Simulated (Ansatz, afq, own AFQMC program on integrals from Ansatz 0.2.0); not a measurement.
Integrals from Ansatz 0.2.0, then the random walk in our own AFQMC program (afq).

```yaml
crystal:
  periodic: [false, false, false]
  atoms:
    - {symbol: Al, position_ang: [0.000000, 0.000000, 0.110806]}
    - {symbol: C, position_ang: [0.000000, 0.000000, -1.812723]}
    - {symbol: H, position_ang: [0.000000, 0.000000, 1.701917]}
basis:
  gaussian: {orbitals: 6-31G}
total_charge: 1
magnetization: {spin_polarized: false, initial_magnetization: 1}
correlation: {method: ccsd_t, electrons: outside_noble_gas, hamiltonian_folder: ham}
```

```sh
$ ansatz run in.yaml --threads 1 --pin off --events-out ev --progress --plain --max-ram 1843MiB
```

Options of the walk:

```
--method phaseless --trial cisd --walkers 170 --populations 1 --least-time 40 --time-step 0.005 --steps-per-block 50 --equilibration-blocks 28 --max-blocks 300 --target-error 0.00032 --factor-cut 1e-05 --start spin_pure --seed 1125 --release-times 0.24,0.51,0.99,1.62,2.4 --release-step 0.03 --release-every 4 --taylor-order 6
```

Times are imaginary, in 1/Eh. The walk had a cap of 524 s.

```
orbitals 18  electrons 4 3  factors 103 of 297
reference energy -279.83891355 Eh
CCSD correlation -0.09973918 Eh in 15 cycles, weight of the determinant in the CISD state 0.8928
energy of the start -279.938653 Eh
 block  time / (1/Eh)  mean weight  energy / Eh
     1     0.250  0.9998  -279.938013
     2     0.500  1.0000  -279.937975
     3     0.750  0.9995  -279.938396
     4     1.000  1.0002  -279.939077
     5     1.250  0.9991  -279.939151
     8     2.000  0.9999  -279.941265
    13     3.250  1.0000  -279.944124
    25     6.250  0.9996  -279.944638
    37     9.250  1.0007  -279.941845
    49    12.250  0.9992  -279.939757
    61    15.250  0.9999  -279.942273
    73    18.250  0.9997  -279.942228
    81    20.250  1.0004  -279.945688
    85    21.250  0.9990  -279.945025
    97    24.250  0.9999  -279.941671
   109    27.250  0.9997  -279.941969
   121    30.250  1.0010  -279.941473
   133    33.250  0.9995  -279.943443
   145    36.250  1.0009  -279.944328
   157    39.250  1.0001  -279.942362
   169    42.250  1.0003  -279.942588
   177    44.250  0.9999  -279.938426
   181    45.250  1.0005  -279.944420
   185    46.250  0.9998  -279.944911
blocks merged  error / Eh  count
     1  0.000140  160
     2  0.000165  80
     4  0.000210  40
     8  0.000258  20
    16  0.000279  10
released: time / (1/Eh)  energy / Eh  error  mean overlap
  0.24  -279.942725  0.000259  1.0039
  0.51  -279.942538  0.000288  1.0049
  0.99  -279.942918  0.000282  0.9970
  1.62  -279.942889  0.000340  0.9941
  2.40  -279.942690  0.000468  0.9943
energy -279.942391 +/- 0.000258 Eh
(rows thinned)
```

Q: Estimate how long the walk took on 1 thread of Intel(R) Xeon(R) Platinum 8488C (Sapphire Rapids), with other jobs on the host.

A: 2.6 min of wall time.

The run passed its tests (sampling time, drift between the halves within three errors, error under three times the target), which doesn't prove that it has relaxed.

Against this walk (error 7.0 meV) on the same determinant: CCSD(T) 27.1 meV higher, CCSDT(Q) 10.3 meV lower (within the noise), CCSDTQ 11.7 meV lower (within the noise), full CI (a separate run on its own orbitals, whose frozen core shifts it by up to a few meV) 12.0 meV lower (within the noise). The error is statistical and leaves out the bias of the constraint. Released to 2.40 1/Eh the energy moves by -8 ± 15 meV (both errors), within twice the noise.

Cautions: constraint bias not in the error; a spin-contaminated unrestricted determinant lies lower (UHF 622 meV lower, ⟨S²⟩ 1.55); full CI with its own frozen core; a state of higher spin lies lower (by 1.16 eV).

CCSDT and higher add their correlation energy to the determinant of the CCSD(T) run, since their own runs factorise the integrals more tightly (a shift of under 2 meV). A walk keeps the symmetry of its determinant, which the program's search chose and which needn't be the lowest solution, so a lower state of the same spin and another symmetry isn't excluded.
